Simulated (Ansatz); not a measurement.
The cluster MgCl₂. The state is a triplet with charge 0. Geometry r2SCAN-D4/def2-TZVP, that of the charge +1 doublet; atoms count from 1.

```xyz
3

Mg    0.2301    0.9896   -0.5020
Cl    0.0092    0.1314    1.5423
Cl   -0.2393   -1.1210   -1.0404
```

At PBE0-D4/def2-TZVP a singlet of charge 0 lies 1.81 eV below the triplet at the same geometry. The structure comes from a short search, and lower isomers may exist.

Problem. Estimate the Mulliken populations from the PBE0/def2-TZVP orbitals of Ansatz.

Solution. 
```tsv
atom	charge (e)	spin (α − β)
Mg1	0.39	0.95
Cl2	-0.19	0.53
Cl3	-0.19	0.53
```
Mulliken values and Mayer orders depend strongly on the basis.

Problem. Where does the spin sit?

Solution. Summed by element: Mg 0.95, Cl 1.05, of 2 unpaired in all. Largest on single atoms: Mg1 0.95, Cl3 0.53, Cl2 0.53.

Problem. And the Mayer bond orders between bonded heavy atoms (over 0.3)?

Solution. Mg1–Cl2 0.53 (2.23 Å); Mg1–Cl3 0.53 (2.23 Å). Values over 0.3 also appear between atoms too far apart for a bond (Cl2–Cl3 0.45 at 2.88 Å); they arise where an orbital or an unpaired electron spreads over both atoms.
